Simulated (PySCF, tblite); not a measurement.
Breaking a bond: SMILES C=O. The C1–O4 bond (C1 also carries H, H; O4 carries nothing else) is varied alone, starting from the PBE0/def2-TZVP optimised geometry.

GFN2-xTB, 300 K electronic temperature (tblite); UMP2 = MP2 on UHF/6-31G, 2 core orbitals frozen in PySCF 2.14.0; UKS-BLYP = PySCF with unrestricted BLYP/6-31G; CASSCF(4,4)/6-31G (PySCF); UKS-TPSSh = unrestricted TPSSh/6-31G (PySCF).

Energies are in kcal/mol, each relative to the lowest point of its own curve near equilibrium.

```json
[
 {"R / Å": "0.95", "GFN2-xTB": "106.8", "UMP2": "147.4", "UKS-BLYP": "142.6", "CASSCF(4,4)": "148.6", "UKS-TPSSh": "139.2"},
 {"R / Å": "1.01", "GFN2-xTB": "51.5", "UMP2": "79.8", "UKS-BLYP": "77.1", "CASSCF(4,4)": "81.6", "UKS-TPSSh": "74.4"},
 {"R / Å": "1.08", "GFN2-xTB": "16.4", "UMP2": "32.4", "UKS-BLYP": "31.7", "CASSCF(4,4)": "34.6", "UKS-TPSSh": "29.8"},
 {"R / Å": "1.13", "GFN2-xTB": "4.5", "UMP2": "13.0", "UKS-BLYP": "13.5", "CASSCF(4,4)": "15.5", "UKS-TPSSh": "12.2"},
 {"R / Å": "1.15", "GFN2-xTB": "1.9", "UMP2": "7.8", "UKS-BLYP": "8.7", "CASSCF(4,4)": "10.4", "UKS-TPSSh": "7.6"},
 {"R / Å": "1.20", "GFN2-xTB": "0.0", "UMP2": "0.0", "UKS-BLYP": "1.6", "CASSCF(4,4)": "2.4", "UKS-TPSSh": "1.2"},
 {"R / Å": "1.23", "GFN2-xTB": "1.2", "UMP2": "5.2", "UKS-BLYP": "0.0", "CASSCF(4,4)": "0.4", "UKS-TPSSh": "0.0"},
 {"R / Å": "1.26", "GFN2-xTB": "3.9", "UMP2": "10.5", "UKS-BLYP": "0.0", "CASSCF(4,4)": "0.0", "UKS-TPSSh": "0.5"},
 {"R / Å": "1.31", "GFN2-xTB": "10.7", "UMP2": "19.5", "UKS-BLYP": "2.8", "CASSCF(4,4)": "2.1", "UKS-TPSSh": "4.0"},
 {"R / Å": "1.40", "GFN2-xTB": "28.0", "UMP2": "35.7", "UKS-BLYP": "14.0", "CASSCF(4,4)": "12.0", "UKS-TPSSh": "16.6"},
 {"R / Å": "1.49", "GFN2-xTB": "49.0", "UMP2": "51.9", "UKS-BLYP": "29.5", "CASSCF(4,4)": "25.9", "UKS-TPSSh": "33.6"},
 {"R / Å": "1.63", "GFN2-xTB": "83.9", "UMP2": "77.4", "UKS-BLYP": "56.7", "CASSCF(4,4)": "49.9", "UKS-TPSSh": "61.6"},
 {"R / Å": "1.81", "GFN2-xTB": "127.0", "UMP2": "110.1", "UKS-BLYP": "89.9", "CASSCF(4,4)": "78.0", "UKS-TPSSh": "92.1"},
 {"R / Å": "1.99", "GFN2-xTB": "164.7", "UMP2": "129.1", "UKS-BLYP": "116.2", "CASSCF(4,4)": "99.4", "UKS-TPSSh": "116.0"},
 {"R / Å": "2.14", "GFN2-xTB": "190.9", "UMP2": "136.8", "UKS-BLYP": "133.3", "CASSCF(4,4)": "111.5", "UKS-TPSSh": "130.1"},
 {"R / Å": "2.41", "GFN2-xTB": "225.6", "UMP2": "142.8", "UKS-BLYP": "153.6", "CASSCF(4,4)": "123.2", "UKS-TPSSh": "145.0"},
 {"R / Å": "2.63", "GFN2-xTB": "243.2", "UMP2": "144.7", "UKS-BLYP": "162.6", "CASSCF(4,4)": "127.2", "UKS-TPSSh": "151.1"},
 {"R / Å": "2.95", "GFN2-xTB": "—", "UMP2": "145.8", "UKS-BLYP": "169.4", "CASSCF(4,4)": "129.6", "UKS-TPSSh": "155.5"},
 {"R / Å": "3.24", "GFN2-xTB": "—", "UMP2": "146.3", "UKS-BLYP": "172.5", "CASSCF(4,4)": "130.4", "UKS-TPSSh": "157.3"},
 {"R / Å": "3.61", "GFN2-xTB": "—", "UMP2": "146.6", "UKS-BLYP": "174.4", "CASSCF(4,4)": "130.8", "UKS-TPSSh": "158.3"},
 {"R / Å": "4.14", "GFN2-xTB": "—", "UMP2": "146.7", "UKS-BLYP": "175.3", "CASSCF(4,4)": "131.0", "UKS-TPSSh": "158.7"}
]
```

At the longest distance, 4.14 Å, UKS-BLYP lies highest above its minimum (175.3 kcal/mol) and CASSCF(4,4) lowest (131.0 kcal/mol).

Dashes: no converged value, or the column stops at the first point that the program doubted or that broke a chosen test of continuity, which isn't proof of a fault.

The unrestricted determinant behind UMP2 is spin-contaminated at 1.23 to 4.14 Å (<S²> up to 2.0, against 0.00 for a pure singlet). The unrestricted solution behind UKS-BLYP changes between 2.14 and 2.41 Å, which can leave a kink. The unrestricted determinant behind UKS-BLYP is spin-contaminated at 1.81 to 4.14 Å (<S²> up to 1.9, against 0.00 for a pure singlet). The unrestricted determinant behind UKS-TPSSh is spin-contaminated at 1.63 to 4.14 Å (<S²> up to 2.0, against 0.00 for a pure singlet).
